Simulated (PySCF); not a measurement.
**Calculated NMR parameters of Ethyl chloride**

| Item | Value |
| --- | --- |
| Formula | C2H5Cl |
| SMILES | CCCl |
| Point group of the computed structure | Cs |
| Degrees of unsaturation | 0 |
| Carbon signals | 2 |
| Proton signals | 2 |

Bonds (- single, = double, # triple, : aromatic): C1-C2 1.515 Å, C2-Cl3 1.789 Å. C1 carries H4, H5, H6; C2 carries H7, H8.

[PySCF 2.14: GFN2-xTB geometry; shieldings: GIAO PBE0/pcSseg-1; fast rotation and ring inversion assumed for equivalent nuclei; non-relativistic; isolated molecule; a single conformation]

δ = σ(ref) − σ, references computed at the same level: ¹H (31.72 ppm), ¹³C (186.93 ppm) vs TMS.

```tsv
carbon	δC, type	δH (multiplicity)	HMBC from (2–3 bonds)	span of the C tensor (ppm)
C1	21.6, CH3	1.43 (t)	H7/H8	39
C2	46.7, CH2	3.61 (q)	H4/H5/H6	63
```

Carbon types of the structure: 1 × CH2, 1 × CH3, which accounts for all hydrogens. δC 46.7: sp3 CH2 bonded to Cl; pulled downfield by the heteroatom. δC 21.6: methyl carbon; saturated and bonded to C and H only. δH 3.61: hydrogen on an sp3 CH2 bonded to Cl; its carbon carries Cl, hence the downfield position. δH 1.43: hydrogen on a methyl carbon.

Carbons that carry Cl, above all several Cl atoms, come out too deshielded, partly because spin–orbit coupling is missing. Shifts are as computed. Against solution values, carbons near 30 ppm lie about +3 ppm off and those near 130 ppm about +5 ppm. Of 246 compounds with measured shifts, 49 miss one by over three times the rms of a fit or turn the order of signals round; such compounds aren't used in these exercises. No couplings were computed; multiplicities are counted from neighbouring protons, with m where these are inequivalent, close in shift, in a saturated or five-membered ring or joined by F or P, and br s for small geminal =CH2 splittings.
